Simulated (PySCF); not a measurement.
# Gas-phase thermal properties of BCl3

Computed with PySCF (xtb for GFN2) and rigid-rotor harmonic-oscillator thermochemistry at 1 bar. Table values come from the NASA 1993 polynomials. 6-31G* has spherical d functions here. All species are closed-shell singlets. B3LYP is the form with VWN-RPA correlation. The harmonic model lacks anharmonicity and excited electronic states, which grow with temperature; levels with a mode under 35 cm⁻¹ are left out.

| level | point group | σ | ZPE (kJ/mol) | S°298 (J/mol/K) | Cp298 (J/mol/K) | S°1000 (J/mol/K) | H1000 − H298 (kJ/mol) |
|---|---|---|---|---|---|---|---|
| table | - | - | - | 290.2 | 62.5 | 378.3 | 52.3 |
| B3LYP/6-31G* | D3h | 6 | 20.1 | 289.6 | 62.6 | 378.0 | 52.4 |
| GFN2-xTB | D3h | 6 | 16.1 | 294.6 | 67.3 | 386.6 | 54.3 |
| HF/6-31G* | D3h | 6 | 21.3 | 287.7 | 61.3 | 375.1 | 51.9 |
| PBE/def2-SVP | D3h | 6 | 19.9 | 290.5 | 62.9 | 379.0 | 52.5 |
| PBE0/def2-TZVP | D3h | 6 | 20.3 | 289.6 | 62.4 | 377.8 | 52.3 |
σ: rotational symmetry number. Electronic degeneracy used: 1. Frequencies are unscaled.
